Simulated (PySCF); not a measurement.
Working out the ionisation energy of Ne

Ne [Ne] (1S) → Ne⁺ [He] 2s2 2p5 (2P). Calculation: PySCF 2.14, in aug-cc-pwCVDZ (5s4p2d, 27 functions); no relativity, point nucleus. Frozen: nothing. Energies in hartree (1 hartree = 27.21139 eV):

```
             part   Ne (lower)  Ne⁺ (upper)
              UHF  -128.496354  -127.767046
MP2 opposite-spin    -0.183703    -0.139725
    MP2 same-spin    -0.066383    -0.044764
```

Problem. What does Hartree-Fock give?

Solution. (-127.767046) − (-128.496354) = 0.729308 hartree = 19.845 eV.

Problem. What do MP2 and SCS-MP2 (6/5 opposite-spin, 1/3 same-spin) give?

Solution. The opposite-spin parts differ by 1.197 eV and the same-spin parts by 0.588 eV. MP2: 19.845 + (1.197) + (0.588) = 21.630 eV. SCS-MP2: 19.845 + 1.2 × (1.197) + (0.588)/3 = 21.477 eV.

Measured between the centres of the two terms (NIST): 21.597 eV, so MP2 (valence and next inner shell) is off by 0.033 eV.

A double-zeta basis recovers only part of the correlation energy.

What remains against the reference includes basis incompleteness and correlation beyond second order.
